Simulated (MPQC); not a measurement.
**CH4Si (SMILES C[SiH]): levels of theory compared**

We compute a comparison of 6 runs (HF/STO-3G, HF/3-21G, HF/def2-SVP, B3LYP/6-31+G*, PBE0/def2-SVP, MP2/6-31G*) of CH4Si. 

The results are computed with MPQC 2.3.1.

**1. The structure to begin with**

CH4Si: 6 atoms, total charge 0, spin state singlet. As SMILES, `C[SiH]`. The shape is that of a PBE0-D4/def2-TZVP optimisation.

Bond lengths: C1–Si2 1.892 Å, C1–H3 1.098 Å, C1–H4 1.091 Å, C1–H5 1.098 Å, Si2–H6 1.531 Å. Angles: C1–Si2–H6 94.2°, Si2–C1–H3 109.7°, Si2–C1–H4 113.8°, Si2–C1–H5 109.5°, H3–C1–H4 109.0°, H3–C1–H5 105.5°, H4–C1–H5 109.0°.

**2. Energy and gradient at HF/STO-3G (run 1)**

input.in

```
% emacs should use -*- KeyVal -*- mode
molecule<Molecule>: (
   symmetry = c1
   unit = bohr
   { atoms geometry } = {
      C  [ -0.17668939  -0.69163976  -0.69976558 ]
      Si [ 1.73344577   0.39646454   2.12083963 ]
      H  [ -2.18622415  -0.77497668  -0.19313001 ]
      H  [ 0.40629112  -2.52391821  -1.44186103 ]
      H  [ -0.04535343   0.72187538  -2.21249135 ]
      H  [ 0.26871905   2.87238371   2.42640834 ]
   }
)
basis<GaussianBasisSet>: (
   name = "STO-3G"
   molecule = $:molecule
   basisdir = "."
   puream = yes
)
mpqc: (
   checkpoint = no
   savestate = no
   restart = no
   do_energy = yes
   do_gradient = yes
   optimize = no
   mole<CLHF>: (
      molecule = $:molecule
      basis = $:basis
      total_charge = 0
      memory = 1000000000
      print_evals = yes
      print_npa = yes
      maxiter = 120
      value_accuracy = 1e-08
      guess_wavefunction<CLHF>: (
         molecule = $:molecule
         total_charge = 0
         memory = 1000000000
         value_accuracy = 1e-3
         basis<GaussianBasisSet>: (
            name = "STO-3G"
            molecule = $:molecule
         )
      )
   )
)
```

The basis set STO-3G is read from a file made from the Basis Set Exchange's data (not shown).

The run is started by

```bash
mpqc input.in > input.out
```

Log:

```text
MPQC: Massively Parallel Quantum Chemistry
[...]
  LUMO is    13   A =   0.226109
  total scf energy = -325.2636087387
[...]
Value of the MolecularEnergy: -325.2636087387
  Gradient of the MolecularEnergy:
      1    0.0087250025
      2   -0.0107756286
      3    0.0016326430
      4    0.0128693524
      5   -0.0244188556
      6   -0.0047630064
      7   -0.0105447945
      8    0.0038328578
      9    0.0041182991
     10    0.0039925360
     11   -0.0075243947
     12   -0.0014476099
[...]
      symmetry = c1
[...]
```

Run time: 0.18 s. Hardware: 1 thread of Arm Neoverse V1, shared host.

**3. Energy and forces at HF/3-21G (run 2)**

run.in

```
molecule<Molecule>: (
   symmetry = c1
   unit = bohr
   { atoms geometry } = {
      C  [ -0.17668939 -0.69163976 -0.69976558 ]
      Si [ 1.73344577 0.39646454 2.12083963 ]
      H  [ -2.18622415 -0.77497668 -0.19313001 ]
      H  [ 0.40629112 -2.52391821 -1.44186103 ]
      H  [ -0.04535343 0.72187538 -2.21249135 ]
      H  [ 0.26871905 2.87238371 2.42640834 ]
   }
)
basis<GaussianBasisSet>: (
   name = "3-21G"
   molecule = $:molecule
   basisdir = "."
   puream = yes
)
mpqc: (
   checkpoint = no
   savestate = no
   restart = no
   do_energy = yes
   do_gradient = yes
   optimize = no
   mole<CLHF>: (
      molecule = $:molecule
      basis = $:basis
      total_charge = 0
      memory = 1000000000
      print_evals = yes
      print_npa = yes
      maxiter = 120
      value_accuracy = 1e-08
      guess_wavefunction<CLHF>: (
         molecule = $:molecule
         total_charge = 0
         memory = 1000000000
         value_accuracy = 1e-3
         basis<GaussianBasisSet>: (
            name = "STO-3G"
            molecule = $:molecule
         )
      )
   )
)
```

The basis set 3-21G is read from a file made from the Basis Set Exchange's data (not shown).

The run is started by

```bash
mpqc run.in > run.out
```

Log:

```text
MPQC: Massively Parallel Quantum Chemistry
[...]
  LUMO is    13   A =   0.026549
  total scf energy = -327.3242166813
[...]
Value of the MolecularEnergy: -327.3242166813
  Gradient of the MolecularEnergy:
      1    0.0120828148
      2    0.0062532937
      3    0.0175327374
      4   -0.0101798365
      5   -0.0042795604
      6   -0.0139681019
      7   -0.0042333657
      8    0.0013490239
      9    0.0021243472
     10    0.0021346606
     11   -0.0054973231
     12   -0.0018566032
[...]
      symmetry = c1
[...]
```

Wall time 0.58 s (1 thread of Arm Neoverse V1, shared host).

**4. Energy and gradient at HF/def2-SVP (run 3)**

input.in, as its differences from that of step 2:

```diff
@@ -1,2 +1 @@
-% emacs should use -*- KeyVal -*- mode
 molecule<Molecule>: (
@@ -5,8 +4,8 @@
    { atoms geometry } = {
-      C  [ -0.17668939  -0.69163976  -0.69976558 ]
-      Si [ 1.73344577   0.39646454   2.12083963 ]
-      H  [ -2.18622415  -0.77497668  -0.19313001 ]
-      H  [ 0.40629112  -2.52391821  -1.44186103 ]
-      H  [ -0.04535343   0.72187538  -2.21249135 ]
-      H  [ 0.26871905   2.87238371   2.42640834 ]
+      C  [ -0.17668939    -0.69163976    -0.69976558 ]
+      Si [ 1.73344577     0.39646454     2.12083963 ]
+      H  [ -2.18622415    -0.77497668    -0.19313001 ]
+      H  [ 0.40629112    -2.52391821    -1.44186103 ]
+      H  [ -0.04535343     0.72187538    -2.21249135 ]
+      H  [ 0.26871905     2.87238371     2.42640834 ]
    }
@@ -14,3 +13,3 @@
 basis<GaussianBasisSet>: (
-   name = "STO-3G"
+   name = "def2-SVP"
    molecule = $:molecule
```

The basis set def2-SVP is read from a file made from the Basis Set Exchange's data (not shown).

The run is started by

```bash
mpqc input.in > input.out
```

Log:

```text
MPQC: Massively Parallel Quantum Chemistry
[...]
  LUMO is    13   A =   0.031629
  total scf energy = -328.9437714264
[...]
Value of the MolecularEnergy: -328.9437714264
  Gradient of the MolecularEnergy:
      1    0.0034205580
      2    0.0013529261
      3    0.0047352275
      4    0.0004356828
      5   -0.0058373181
      6   -0.0039213939
      7   -0.0007510101
      8    0.0010236703
      9    0.0000811507
     10    0.0005277984
     11   -0.0000711781
     12    0.0004795720
[...]
      symmetry = c1
[...]
```

It took 3.6 s on 1 thread of Arm Neoverse V1, shared host; peak memory 0.14 GiB.

Runs 4 to 5 aren't shown in full; the table further down has their settings and results.

**5. Energy and gradient at MP2/6-31G(d) (spherical functions) (run 6)**

run.in

```
% emacs should use -*- KeyVal -*- mode
molecule<Molecule>: (
  symmetry = c1
  unit = angstrom
  { atoms geometry } = {
    C  [ -0.093500    -0.366000    -0.370300 ]
    Si [ 0.917300     0.209800     1.122300 ]
    H  [ -1.156900    -0.410100    -0.102200 ]
    H  [ 0.215000    -1.335600    -0.763000 ]
    H  [ -0.024000     0.382000    -1.170800 ]
    H  [ 0.142200     1.520000     1.284000 ]
  }
)
basis<GaussianBasisSet>: (
  name = "6-31G*"
  molecule = $:molecule
  basisdir = "."
  puream = yes
)
mpqc: (
  checkpoint = no
  savestate = no
  restart = no
  do_energy = yes
  do_gradient = yes
  optimize = no
  mole<MBPT2>: (
    molecule = $:molecule
    basis = $:basis
    memory = 1000000000
    method = mp
    nfzc = 6
    reference<CLHF>: (
      molecule = $:molecule
      basis = $:basis
      total_charge = 0
      memory = 1000000000
      print_evals = yes
      maxiter = 120
      value_accuracy = 1e-08
      guess_wavefunction<CLHF>: (
        molecule = $:molecule
        total_charge = 0
        memory = 1000000000
        value_accuracy = 1e-3
        basis<GaussianBasisSet>: (
          name = "3-21G"
          molecule = $:molecule
        )
      )
    )
  )
)
```

The basis set 6-31G* is read from a file made from the Basis Set Exchange's data (not shown).

The run is started by

```bash
mpqc -o run.out run.in
```

Log:

```text
MPQC: Massively Parallel Quantum Chemistry
[...]
  LUMO is    13   A =   0.027722
  total scf energy = -329.0449371745
[...]
  MP2 correlation energy [au]:         -0.199249099792
  MP2 energy [au]:                   -329.244186274260
[...]
Value of the MolecularEnergy: -329.2441862743
  Gradient of the MolecularEnergy:
      1    0.0016909843
      2    0.0002659654
      3    0.0020688535
      4   -0.0013242803
      5   -0.0032811302
      6   -0.0038651715
      7    0.0005588867
      8    0.0007166773
      9    0.0004998242
     10    0.0003325129
     11    0.0002684743
     12    0.0005300817
[...]
        symmetry = c1
[...]
```

It took 5.4 s on 1 thread of Arm Neoverse V1, shared host; peak memory 0.098 GiB.

**6. All runs side by side**

```
run                                level   starting guess  integration grid  energy (Eh)  HOMO energy (eV)  LUMO energy (eV)  HOMO–LUMO gap (eV)  wall time
  1                            HF/STO-3G           STO-3G                 –  -325.263609             -6.03              6.15               12.19     0.18 s
  2                             HF/3-21G           STO-3G                 –  -327.324217             -8.56              0.72                9.28     0.58 s
  3                          HF/def2-SVP           STO-3G                 –  -328.943771             -8.65              0.86                9.51      3.6 s
  4  B3LYP/6-31+G* (spherical functions)  MINI (Huzinaga)             xfine  -329.942652             -6.12             -2.77                3.35       24 s
  5                        PBE0/def2-SVP  MINI (Huzinaga)             xfine  -329.637609             -6.25             -2.49                3.76       26 s
  6     MP2/6-31G* (spherical functions)            3-21G                 –  -329.244186             -8.60              0.75                9.36      5.4 s
```

**7. Outcome**

| quantity | value |
| --- | --- |
| run 6: total energy | -329.24419 Eh |
| run 6: HOMO energy (Hartree–Fock orbitals) | -8.60 eV |
| run 6: LUMO energy (Hartree–Fock orbitals) | 0.75 eV |
| run 6: HOMO–LUMO gap (Hartree–Fock orbitals) | 9.36 eV |
| run 6: correlation energy (6 core orbitals frozen) | -199.2 mEh |
| run 6: largest force on an atom | 0.269 eV/Å |

Over runs 1, 2, 3, 4, 5 the HOMO–LUMO gap runs from 3.35 eV (B3LYP/6-31+G*) to 12.19 eV (HF/STO-3G). The two ends differ in method and basis. Totals of different functionals can't be ranked against each other. In run 1 the basis is minimal, so the values are rough. All runs together took 60 s, the longest 26 s.
